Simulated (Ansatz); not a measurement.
An input meant for Al(H2O)H3 (AlOH₅) (charge 0, singlet).

```yaml
crystal:
  periodic: [false, false, false]
  atoms:
    - {symbol: Al, position_ang: [-0.031623, -0.230239, -0.888693]}
    - {symbol: O, position_ang: [0.155700, 0.046558, 1.178906]}
    - {symbol: H, position_ang: [-0.547847, -0.752858, 1.673824]}
    - {symbol: H, position_ang: [0.086885, 0.892176, 1.480885]}
    - {symbol: H, position_ang: [1.701155, -0.366133, -1.209359]}
    - {symbol: H, position_ang: [-0.480029, 1.258912, -1.138475]}
    - {symbol: H, position_ang: [-0.814039, -1.481007, -0.872300]}
basis:
  gaussian: {orbitals: STO-3G}
hamiltonian: {xc: {name: BHLYP}, dispersion: d4}
relax: {f_tol: 0.0001, max_steps: 1}
output: {forces: true}
```

```sh
$ ansatz run in.yaml --threads 4 --pin off --events-out ev --progress --plain --max-ram 3916MiB
```

It prints (some lines left out):

```
Functional definition: BHLYP
250 factors; integrals over basis functions are off by at most 9.7e-6 eV
mean field evaluation 1: about -8612.4520 eV, gradient 1.7e1 eV
mean field evaluation 2: about -8613.4427 eV, gradient 8.2e0 eV
mean field evaluation 4: about -8613.6551 eV, gradient 3.5e-1 eV
mean field evaluation 8: about -8613.6457 eV, gradient 2.1e-3 eV
mean field -8613.64571384 eV, -316.5456414450 hartree, gradient 4.4e-5 eV, S^2 0.000000; 0 other end points of the search recorded, 0 dependent functions left out
reference -8613.64582705 eV, -316.5456456053 hartree; 13, 13 occupied and 6, 6 virtual orbitals, 250 factors
relax step   1: F+E_penalty+E_count = -8613.73321482 eV  Δ(F+E_penalty+E_count) = +0.000e0 eV  max|allowed force component| = 1.277e1 eV/Å  Δτ_max = 0.0000 Å  (19 SCF iters, accepted)
Error: geometry relaxation did not converge after 1 steps: max|allowed force component| = 1.28e1 eV/Å (threshold 1.0e-4). Raise `relax.max_steps` over both its present limit and 1, loosen `relax.f_tol`, or start from a geometry closer to equilibrium. Where this run's directory can be resumed (`checkpoint.write`), a resume goes on for up to `relax.max_steps` more
```

In this input the relaxation is allowed too few steps for its threshold. The SCF steps converged, but the relaxation ran out of steps.
